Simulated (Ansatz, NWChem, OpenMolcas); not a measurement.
# HCl (hydrogen chloride): methods side by side

HCl: 2 atoms, total charge 0, spin state singlet. As SMILES, `Cl`. Geometry: relaxed at PBE0-D4/def2-TZVP.

```
atom    x (Å)    y (Å)    z (Å)
  Cl   0.5460  -0.1785   0.2808
   H  -0.5460   0.1785  -0.2808
```

Quantity: the dipole moment, in D. The values are calculated.

Measured value to compare with: NIST CCCBDB; in doubt, as an older value, an estimate or one at odds with other calculations gives the dipole moment of the gas as 1.08 D.

| level | kind | program | value (D) | computed − measured | CPU time |
| --- | --- | --- | --- | --- | --- |
| SVWN5/def2-TZVPPD | LDA | OpenMolcas | 1.11 | +0.03 | 5 s |
| PBE/def2-TZVPPD | GGA | OpenMolcas | 1.07 | -0.01 | 6.3 s |
| B97M-V/def2-TZVPPD | meta-GGA | Ansatz | 1.11 | +0.03 | 1.6 s |
| r2SCAN/def2-TZVPPD | meta-GGA | OpenMolcas | 1.12 | +0.04 | 6.9 s |
| BHLYP/def2-TZVPPD | global hybrid | OpenMolcas | 1.14 | +0.06 | 6.3 s |
| PBE0/def2-TZVPPD | global hybrid | NWChem | 1.12 | +0.04 | 8 s |
| CAM-B3LYP/def2-TZVPPD | range-separated hybrid | NWChem | 1.13 | +0.05 | 20 s |
| wB97X/def2-TZVPPD | range-separated hybrid | NWChem | 1.14 | +0.06 | 21 s |

Nearest: PBE/def2-TZVPPD (-0.01 D); farthest: wB97X/def2-TZVPPD (+0.06 D). The measured dipole is a vibrational average, so differences of a few hundredths of a debye mean little. Computed less measured by kind, in D (of the ab initio rows, those in def2-TZVPPD): LDA +0.03; GGA -0.01; meta-GGA +0.03 to +0.04; global hybrid +0.04 to +0.06; range-separated hybrid +0.05 to +0.06. Magnitudes only. CPU times are rough (shared hosts, several kinds of processor and program).
